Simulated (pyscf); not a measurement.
# Substitution at C: H₃Si–CH₂–GeH₃ (SMILES [SiH3][CH2][GeH3]) + H• (SMILES [H]) → SiH₃• (SMILES [SiH3]) + H₃C–GeH₃ (SMILES [CH3][GeH3])

Gas phase, doublet surface, charge 0. Bonds broken: Si1–C2. Bonds formed: C2–H12. Single points on ωB97X-D3(BJ)/def2-SVP structures (PySCF, gas phase).

Transition state (Å):

```xyz
12

Si    -0.8251    -0.0964    -1.3929
C     -0.0621    -0.1483     0.6636
Ge    -1.5671     0.7438     1.5560
H     -2.1119    -0.8490    -1.4958
H      0.1902    -0.7424    -2.2810
H     -1.0365     1.3139    -1.8396
H      0.8410     0.4025     0.3714
H      0.0219    -1.2421     0.6341
H     -2.6569     1.1198     0.5300
H     -2.1561    -0.2230     2.5901
H     -1.0418     2.0181     2.2276
H      0.4767    -0.2026     2.0015
```

One imaginary mode, 1355i cm⁻¹; descent along it reached the two sides named.

```
bond    change  reactant side (Å)  saddle  product side
------  ------  -----------------  ------  ------------
Si1–C2  breaks              1.877   2.194           3.7
C2–H12   forms                3.9   1.443         1.100
```

Electronic energies relative to the separated reactants (eV):

```
level                   barrier  reaction energy  reverse barrier
----------------------  -------  ---------------  ---------------
ωB97X-D3(BJ)/def2-TZVP     1.22            -0.59             1.81
PBE/def2-TZVP              0.81            -0.84             1.65
r²SCAN/def2-TZVP           0.85            -0.87             1.72
B3LYP-D3(BJ)/def2-TZVP     0.95            -0.86             1.81
PBE0-D3(BJ)/def2-TZVP      0.98            -0.74             1.72
M06-2X/def2-TZVP           1.09            -0.78             1.87
ωB97M-D3(BJ)/def2-TZVP     1.16            -0.72             1.88
HF/def2-TZVP               1.93            -0.79             2.72
```

With ωB97M-D3(BJ)/def2-TZVP energies and thermal terms (ideal gas, 1 atm, RRHO with modes under 100 cm⁻¹ raised to 100, one conformer, R ln 2 for chiral ones without a mode under 150 cm⁻¹), in eV:

```json
[
 {"T (K)": "298", "ΔH‡": "1.17", "ΔG‡": "1.48", "ΔH": "-0.58", "ΔG": "-0.70"},
 {"T (K)": "600", "ΔH‡": "1.15", "ΔG‡": "1.81", "ΔH": "-0.64", "ΔG": "-0.80"},
 {"T (K)": "900", "ΔH‡": "1.13", "ΔG‡": "2.14", "ΔH": "-0.70", "ΔG": "-0.87"},
 {"T (K)": "1200", "ΔH‡": "1.12", "ΔG‡": "2.48", "ΔH": "-0.76", "ΔG": "-0.92"}
]
```

The same reactants have a lower exit, to H₃C–SiH₃ + GeH₃• (barrier +0.80 eV at ωB97M-D3(BJ)/def2-TZVP, against +1.16 eV here). One saddle was located; it need not be the lowest between these sides. The angle at the attacked C is 178°. Elements up to Kr have no core potential and no relativistic terms here.
